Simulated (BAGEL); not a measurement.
**F2 (fluorine) at RI-MP2/6-31G(d) (density fitting with svp-jkfit, spherical functions)**

Aim: the energy difference between two shapes of F2 (fluorine) at RI-MP2/6-31G* (density fitting with svp-jkfit, spherical functions), from 2 runs. 

The calculation is run with BAGEL 1.2.2.

6 further runs of the same task are left out: 2 that didn't finish, 4 set aside as unsound or not needed.

### Step 1. Starting point

The species is F2 (2 atoms), meant as a singlet with charge 0. As SMILES, `FF`. The shape is that of a PBE0-D4/def2-TZVP optimisation.

Bond lengths: F1–F2 1.376 Å.

### Step 2. Energy and forces at RI-MP2/6-31G(d) (density fitting with svp-jkfit, spherical functions)

The input, calc.json:

```json
{ "bagel": [

{
  "title": "molecule",
  "basis": "6-31gs.json",
  "df_basis": "svp-jkfit",
  "angstrom": true,
  "geometry": [
    { "atom": "F", "xyz": [      -0.583900,       0.212400,      -0.295000 ] },
    { "atom": "F", "xyz": [       0.583900,      -0.212400,       0.295000 ] }
  ]
},

{
  "title": "force",
  "method": [
    { "title": "mp2", "ncore": 2 }
  ]
}

]}
```

The basis set 6-31G* is read from a file made from the Basis Set Exchange's data (not shown).

Started as:

```
$ BAGEL_NUM_THREADS=1 BAGEL calc.json > calc.out
```

Standard output:

```text
* using 1 threads per process

  ===============================================================
  ===============================================================

  *** Geometry ***

  { "atom" : "F", "xyz" : [     -1.103411,      0.401378,     -0.557469 ] },
  { "atom" : "F", "xyz" : [      1.103411,     -0.401378,      0.557469 ] },

  Number of auxiliary basis functions:      154

  Since a DF basis is specified, we compute 2- and 3-index integrals:
    o Being stored without compression. Storage requirement is 0.001 GB

  Number of basis functions:       28
  Number of electrons      :       18

    * METHOD: MOLECULE                             0.01

  The gradients will be computed analytically.

  *** RHF ***

  === Nuclear Repulsion ===
    31.1594507482

      * DIIS with orbital gradients will be used.

  === RHF iteration (6-31gs.json) ===
      0       -198.65262503          0.01890607           0.00
      1       -198.67142006          0.00397744           0.00
      2       -198.67256381          0.00090735           0.00
      3       -198.67263210          0.00021210           0.00
      4       -198.67263597          0.00002257           0.00
      5       -198.67263601          0.00000140           0.00
      6       -198.67263601          0.00000025           0.00
      7       -198.67263601          0.00000001           0.00
      8       -198.67263601          0.00000000           0.00
    * SCF iteration converged.

    * Permanent dipole moment:
           (   -0.000000,     0.000000,    -0.000000) a.u.

  === DF-MP2 calculation ===

    * freezing 2 orbitals

      MP2 correlation energy:   -0.3553319393

    * Permanent dipole moment: MP2 unrelaxed
           (   -0.000000,     0.000000,    -0.000000) a.u.

  === Z-vector iteration ===

      0     0.00103105268198           0.00
      1     0.00016088979694           0.00
      2     0.00002233525959           0.00
      3     0.00000430838438           0.00
      4     0.00000046640218           0.00
      5     0.00000003165744           0.00
      6     0.00000000169446           0.00

    * Permanent dipole moment: MP2 relaxed
           (   -0.000000,     0.000000,    -0.000000) a.u.

  * Nuclear energy gradient

    o Atom   0
        x          0.0326911049
        y         -0.0118917463
        z          0.0165163143
    o Atom   1
        x         -0.0326911049
        y          0.0118917463
        z         -0.0165163143

    * METHOD: FORCE                                0.08

  ===============================================================
```

Run time: 0.4 s. Hardware: 1 thread of Intel Xeon 6975P-C (Granite Rapids), shared host; peak memory 0.079 GiB.

### Step 3. The distorted shape, same level

The input, job.json:

```json
{ "bagel" : [

{
  "title" : "molecule",
  "basis" : "6-31gs.json",
  "df_basis" : "svp-jkfit",
  "angstrom" : true,
  "geometry" : [
    { "atom" : "F", "xyz" : [      -0.545879,       0.229264,      -0.152693 ] },
    { "atom" : "F", "xyz" : [       0.574764,      -0.154436,       0.306736 ] }
  ]
},

{
  "title" : "force",
  "method" : [
    {
      "title" : "mp2",
      "ncore" : 2
    }
  ]
}

]}
```

The basis set 6-31G* is read from a file made from the Basis Set Exchange's data (not shown).

Started as:

```
$ BAGEL_NUM_THREADS=1 BAGEL job.json > job.out
```

Standard output:

```text
* using 1 threads per process

  ===============================================================
  ===============================================================

  *** Geometry ***

  { "atom" : "F", "xyz" : [     -1.031562,      0.433246,     -0.288548 ] },
  { "atom" : "F", "xyz" : [      1.086147,     -0.291842,      0.579647 ] },

  Number of auxiliary basis functions:      154

  Since a DF basis is specified, we compute 2- and 3-index integrals:
    o Being stored without compression. Storage requirement is 0.001 GB

  Number of basis functions:       28
  Number of electrons      :       18

    * METHOD: MOLECULE                             0.02

  The gradients will be computed analytically.

  *** RHF ***

  === Nuclear Repulsion ===
    33.7376912439

      * DIIS with orbital gradients will be used.

  === RHF iteration (6-31gs.json) ===
      0       -198.64509826          0.02005998           0.00
      1       -198.66558064          0.00397916           0.00
      2       -198.66660480          0.00091925           0.00
      3       -198.66667212          0.00025841           0.00
      4       -198.66667730          0.00002640           0.00
      5       -198.66667736          0.00000102           0.00
      6       -198.66667736          0.00000018           0.00
      7       -198.66667736          0.00000001           0.00
      8       -198.66667736          0.00000000           0.00
    * SCF iteration converged.

    * Permanent dipole moment:
           (    0.000000,    -0.000000,     0.000000) a.u.

  === DF-MP2 calculation ===

    * freezing 2 orbitals

      MP2 correlation energy:   -0.3418911726

    * Permanent dipole moment: MP2 unrelaxed
           (    0.000000,    -0.000000,     0.000000) a.u.

  === Z-vector iteration ===

      0     0.00105671116867           0.00
      1     0.00013854189554           0.00
      2     0.00002053669257           0.00
      3     0.00000314255337           0.00
      4     0.00000037082884           0.00
      5     0.00000002192690           0.00
      6     0.00000000118032           0.00

    * Permanent dipole moment: MP2 relaxed
           (    0.000000,    -0.000000,     0.000000) a.u.

  * Nuclear energy gradient

    o Atom   0
        x          0.1498245985
        y         -0.0512988511
        z          0.0614234555
    o Atom   1
        x         -0.1498245985
        y          0.0512988511
        z         -0.0614234555

    * METHOD: FORCE                                0.10

  ===============================================================
```

Run time: 0.44 s. Hardware: 1 thread of Intel Xeon 6975P-C (Granite Rapids), shared host; peak memory 0.079 GiB.

### Step 4. What came out

Level: RI-MP2/6-31G* (density fitting with svp-jkfit, spherical functions), 2 core orbitals frozen.

```
                                                                quantity          value
                                               first shape: total energy  -199.02797 Eh
    first shape: dipole moment (of the density that the program reports)         0.00 D
                first shape: correlation energy (2 core orbitals frozen)     -355.3 mEh
                                   first shape: largest force on an atom     1.980 eV/Å
                                           distorted shape: total energy  -199.00857 Eh
distorted shape: dipole moment (of the density that the program reports)         0.00 D
            distorted shape: correlation energy (2 core orbitals frozen)     -341.9 mEh
                               distorted shape: largest force on an atom     8.734 eV/Å
                                  energy change with the atoms displaced       0.528 eV
```

In words: With the atoms displaced the energy rises by 0.53 eV (12.2 kcal/mol). The first shape isn't relaxed at this level, so the change isn't measured from a minimum. The largest force (first shape) is 1.98 eV/Å: the shape isn't a stationary point for this species at this level.
